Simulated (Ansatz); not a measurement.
C₂H₄F₂O, SMILES CC(O)(F)F, a rigid torsion scan

Computed with Ansatz's Python interface.

The script, `c2h4f2o.py`:
```python
"""Rigid torsion scan of C2H4F2O."""

import warnings

import ansatz as az
from ase import Atoms

warnings.simplefilter("ignore", az.DeckWarning)

atoms = Atoms(["C", "C", "O", "F", "F", "H", "H", "H", "H"], positions=[
    (-0.9523, -0.1845, -0.3022),
    (0.449, 0.1266, -0.0348),
    (0.8108, -0.3042, 1.2276),
    (1.3225, -0.4861, -0.9286),
    (0.7319, 1.4405, -0.1202),
    (-1.6382, 0.3876, 0.4128),
    (-1.1892, -1.2089, -0.2514),
    (-1.2328, 0.2284, -1.3208),
    (1.7867, -0.0456, 1.3005),
])

# relax first, so that the scan starts from a minimum
first = (
    az.Crystal.molecule_from_ase(atoms).calculation()
    .basis(gaussian="cc-pVDZ")
    .functional("PBE0")
    .relax(force_tolerance=0.02, max_steps=80)  # relax until the tolerances are met
)
atoms.positions = first.run(threads=1).report["positions_ang"]

start = atoms.get_dihedral(2, 1, 0, 5)
energies = {}
for turn in range(0, 121, 20):
    turned = atoms.copy()
    turned.set_dihedral(2, 1, 0, 5, start + turn, indices=[0, 5, 6, 7])
    setup = az.Crystal.molecule_from_ase(turned).calculation().basis(gaussian="cc-pVDZ").functional("PBE0")
    energies[round((start + turn) % 360)] = setup.run(threads=1).report["free_energy_ev"]
floor = min(energies.values())
print("dihedral O2-C1-C0-H5 (deg)   E - E(min) (kJ/mol)")
for angle, e in sorted(energies.items()):
    print(f"{angle:8d} {96.485332 * (e - floor):14.3f}  " + "#" * int(30 * (e - floor) / max(max(energies.values()) - floor, 1e-9)))
```

```console
$ python c2h4f2o.py
dihedral O2-C1-C0-H5 (deg)   E - E(min) (kJ/mol)
      60          0.000
      80          2.801  #######
     100          8.568  ######################
     120         11.535  ##############################
     140          8.554  ######################
     160          2.795  #######
     180          0.018
```

The scan is rigid and the energies are electronic, in a modest basis. With rigid groups the curve can differ much from the relaxed path, the start wasn't checked as a minimum of this torsion, and equivalent turns needn't return to the same energy. Wall time of the script: 42 s on 1 thread of Arm Neoverse V1 (shared host), peak memory 0.25 GiB.

(A comment or docstring line of the script was reworded after the run, the code is as it ran; lines on the test bed's own set-up are left out of the output.)
